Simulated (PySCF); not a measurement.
Mapped SMILES: `[CH2:1]=[CH:2]/[CH:3]=[CH:4]/[O:5][CH3:6]`. Each H is labelled by its parent atom. Ha(C1) is cis to C3; Hb(C1) is trans to C3.

PySCF calculation with NMR shieldings at PBE0/pcSseg-1/GIAO and PBE0-D3(BJ)/def2-SVP geometry; fast rotation and ring inversion assumed for equivalent nuclei, isolated molecule, single conformer, non-relativistic.

Referencing at the same level of theory: 13C, 1H against TMS; H2O for 17O.

```json
{"atoms": "C1", "nucleus": "13C", "count": "1", "Hirshfeld charge": "-0.12", "δ (ppm)": "117.0"}
{"atoms": "C2", "nucleus": "13C", "count": "1", "Hirshfeld charge": "-0.05", "δ (ppm)": "141.6"}
{"atoms": "Hb(C1)", "nucleus": "1H", "count": "1", "Hirshfeld charge": "0.04", "δ (ppm)": "?"}
{"atoms": "Ha(C1)", "nucleus": "1H", "count": "1", "Hirshfeld charge": "0.04", "δ (ppm)": "?"}
{"atoms": "H(C4)", "nucleus": "1H", "count": "1", "Hirshfeld charge": "0.06", "δ (ppm)": "6.69"}
{"atoms": "H(C2)", "nucleus": "1H", "count": "1", "Hirshfeld charge": "0.04", "δ (ppm)": "?"}
{"atoms": "C3", "nucleus": "13C", "count": "1", "Hirshfeld charge": "-0.10", "δ (ppm)": "108.8"}
{"atoms": "H(C6)", "nucleus": "1H", "count": "3", "Hirshfeld charge": "0.05", "δ (ppm)": "?"}
{"atoms": "O5", "nucleus": "17O", "count": "1", "Hirshfeld charge": "-0.10", "δ (ppm)": "116.4"}
{"atoms": "C4", "nucleus": "13C", "count": "1", "Hirshfeld charge": "0.03", "δ (ppm)": "159.4"}
{"atoms": "C6", "nucleus": "13C", "count": "1", "Hirshfeld charge": "-0.03", "δ (ppm)": "54.4"}
{"atoms": "H(C3)", "nucleus": "1H", "count": "1", "Hirshfeld charge": "0.04", "δ (ppm)": "5.29"}
```

Q: Estimate the values marked ?.

A: 
- H(C2): 6.19 ppm, hydrogen on an alkene CH; olefinic region
- Ha(C1): 5.17 ppm, hydrogen on a terminal =CH2 carbon; a vinylic proton, deshielded by the sp2 carbon and the C=C anisotropy
- Hb(C1): 5.00 ppm, hydrogen on a terminal =CH2 carbon; a vinylic proton, deshielded by the sp2 carbon and the C=C anisotropy
- H(C6): 3.50 ppm, hydrogen on a methyl carbon bonded to O; its carbon carries O, which withdraws density

Shifts are as computed. Against solution values, carbons near 30 ppm lie about +2 ppm off and those near 130 ppm about +5 ppm. Of 1211 compounds with measured shifts, 218 miss one by over three times the rms of a fit or turn the order of signals round; such compounds aren't used in these exercises. Experimental scales use liquid or dissolved standards, which lie at an offset from isolated H2O (liquid H2O: subtract about 36 ppm).
